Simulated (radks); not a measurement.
# Si²⁺ in [He] 2s1.75 2p6 3s2 3p0.25: an all-electron calculation

What are the levels of the silicon ion Si2+, how large are its shells, and how does its energy divide?

Program: radks (a radial shooting solver on a logarithmic mesh, Libxc functionals) version 1. Level of theory: Dirac Kohn-Sham, LDA (Slater exchange, Perdew-Wang correlation), spin-unpolarised, spherical densities, finite nucleus; open shells fill j = l - 1/2 first. These are calculated values, not measurements, unless marked.

### Step 1. The system

| Quantity | Value |
| --- | --- |
| element | silicon (Z = 14) |
| charge | +2 |
| electrons | 12 |
| configuration | [He] 2s1.75 2p6 3s2 3p0.25 |
| nuclear rms radius | 3.1224 fm |

### Step 2. The calculation

The run's settings:

```text
Z 14
configuration [He] 2s1.75 2p6 3s2 3p0.25 4s0 3d0 4p0 4f0
relativity Dirac
functional lda,pw
spin unpolarised
j_filling energy
nucleus finite rms 3.1224 fm
c 137.035999084
```

Started as:

```bash
python run_ks.py task.json out
```

The same process makes all the runs of this session.

**Question.** What will this run give?

As calculated:

| quantity | value |
| --- | --- |
| total energy | -286.64365 hartree |
| exchange-correlation share of it | 6.58 % |
| −T/E | 1.0021 |
| highest occupied level | 3p1/2, -21.537 eV |
| most extended occupied level | 3p1/2, <r> = 2.16 bohr |
| radius at density 0.001 e/bohr³ | 3.47 bohr |
| maxima of the radial density | 2 |

**Reading.** 3 principal shells are occupied and 2 maxima appear in the radial density; where shells overlap, one shows as a shoulder or not at all. −T/E is 1.002: with relativity the kinetic term as defined here no longer equals −E. This is not the tabulated ground configuration, so its levels and sizes aren't those of the ground state, and no measured value stands beside it.
